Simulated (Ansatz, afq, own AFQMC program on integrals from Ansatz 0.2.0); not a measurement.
NaH₂⁻, singlet in aug-cc-pVDZ, levels against full CI

```json
{"atom": "Na", "x (Å)": "0.0000", "y (Å)": "0.0000", "z (Å)": "0.4201"}
{"atom": "H", "x (Å)": "0.0000", "y (Å)": "0.0000", "z (Å)": "-2.9059"}
{"atom": "H", "x (Å)": "0.0000", "y (Å)": "0.0000", "z (Å)": "2.4858"}
```

Basis aug-cc-pVDZ. Only valence electrons are correlated. Ansatz 0.2.0 and our own AFQMC program on the same integrals; the CISD trial comes from CCSD amplitudes, and released means the phaseless constraint is let go. Uncertainties: one standard error, sampling alone.

Determinant: UHF, the one that the program's search chose, which needn't be the lowest solution. The geometry is a point of a scan.

Full CI on the same integrals is exact in this basis and with this determinant's frozen core.

Cautions: higher spins were not checked; the determinant is a saddle point among determinants of its kind; raised T1 diagnostic (T1 0.021, weight of the determinant 0.92, largest double 0.06).

- T1 diagnostic: 0.0208
- weight of the determinant in the CISD state: 0.916
- ⟨S²⟩ of the determinant: 0.000
- size of the correlated space: 4 electrons in 40 orbitals

```tsv
level	correlation energy (eV)
MP2	-1.3654
CCSD	-1.9502
CCSD(T)	-1.9549
```

(1) Estimate where AFQMC with the constraint released lies against CCSD(T) on the same integrals.

(1) 0.08 ± 0.02 kcal/mol below CCSD(T).

Reference: full CI, correlation energy -1.958 eV. The released energy is read at 2.40 1/Eh (meV from the phaseless value at times in 1/Eh: -1.1 ± 1.5 at 0.24, -1.5 ± 1.0 at 0.51, -0.9 ± 0.7 at 0.99, -1.7 ± 0.9 at 1.62, -1.9 ± 0.8 at 2.40).

```
         level  E − E(reference) (kcal/mol)  share of correlation (%)
       CCSD(T)                         0.07                     99.84
         CCSDT                         0.01                     99.98
      CCSDT(Q)                         0.00                     99.99
 ph-AFQMC/CISD                  0.03 ± 0.04                     99.93
released AFQMC                 -0.01 ± 0.02                    100.03
```

CCSDT and higher add their correlation energy to the determinant of the CCSD(T) run, since their own runs factorise the integrals more tightly (a shift of under 2 meV). A walk keeps the symmetry of its determinant, which the program's search chose and which needn't be the lowest solution, so a lower state of the same spin and another symmetry isn't excluded. Released energies are given only where the last usable release times agree within the noise; a slower fall can still hide under it.
